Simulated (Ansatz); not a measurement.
Geometry optimisation, RKS PBE0-D4/def2-SVP in Ansatz.

Input:

```yaml
crystal:
  periodic: [false, false, false]
  atoms:
    - { symbol: "N", position_ang: [-0.8625, 0.8076, -0.0816] }
    - { symbol: C, position_ang: [-0.0515, -0.1289, 0.0661] }
    - { symbol: C, position_ang: [0.9297, -0.8404, 0.3973] }
    - { symbol: O, position_ang: [0.1117, -1.3961, -0.4035] }
    - { symbol: H, position_ang: [-1.4324, 0.7809, -0.979] }
    - { symbol: H, position_ang: [-0.5287, 1.7921, 0.0784] }
    - { symbol: H, position_ang: [1.8949, -1.0833, 0.8766] }
basis:
  gaussian: { orbitals: def2-SVP }
hamiltonian:
  xc: pbe0
  dispersion: d4
relax:
  f_tol: 0.015
  max_steps: 40
```

Run as:

```bash
$ ansatz run input.yaml --threads 1 --pin off --max-ram 2048MiB --backend cpu --events-out ev --progress --plain --runs-dir out
```

Q: Where does it end, and by what steps?

A: The run converged. After 16 steps the energy has fallen by 2.254 eV; C3 moved furthest, 0.58 Å. The start is strongly strained (largest force component 8 eV/Å), so its close contacts needn't be bonds. Parted: C3–O4.

```
step  energy less start (eV)  largest force component (eV/Å)  accepted
   0                  0.0000                           8.190       yes
   1                 -1.2214                           3.024       yes
   2                 -1.5237                           1.086       yes
   3                 -1.7107                           1.620       yes
   4                 -1.8817                           1.628       yes
   5                 -2.0269                           1.841       yes
   6                 -2.1352                           0.974       yes
   7                 -2.2020                           1.124       yes
   8                 -2.1953                           0.910        no
   9                 -2.2458                           0.309       yes
  10                 -2.2452                           0.721        no
  11                 -2.2513                           0.100       yes
  12                 -2.2535                           0.146       yes
  13                 -2.2530                           0.136        no
  14                 -2.2541                           0.039       yes
  15                 -2.2542                           0.016       yes
  16                 -2.2542                           0.012       yes
```

```xyz
7
Properties=species:S:1:pos:R:3
N -0.738 0.794 -0.188
C 0.090 -0.243 -0.133
C 1.405 -0.583 0.178
O -0.098 -1.416 -0.540
H -1.619 0.702 -0.679
H -0.441 1.706 0.129
H 1.462 -1.027 1.188
```

The run took 38 s on 1 thread of Arm Neoverse V1, on a shared host, peak memory 0.14 GiB.
